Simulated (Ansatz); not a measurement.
Results of r²SCAN+rVV10 (plane waves, PAW; Ansatz, an electronic-structure program) for rock-salt PbTe.

Total energies, extrapolated to zero smearing (they compare only within this program, potentials and cutoff):

```
system                   energy (eV/atom)
-----------------------  ----------------
rock-salt PbTe, relaxed        -9455.6930
trigonal Te                    -6992.8138
fcc Pb                        -11917.5973
```

Task: Work out the formation enthalpy per atom.

Result: ΔH_f ≈ ΔE = -9455.6930 − [1 × (-6992.8138) + 1 × (-11917.5973)]/2 = -0.487 eV/atom (0 K, no vibrations). The reference value is -0.366 eV/atom (measured, 298 K, copied from a table, unchecked, not corrected to a static lattice; as tabulated in the CRC Handbook), a difference of -0.121 eV/atom.

Spin–orbit coupling is left out; its size isn't shown.

The PAW data were made under PBE.
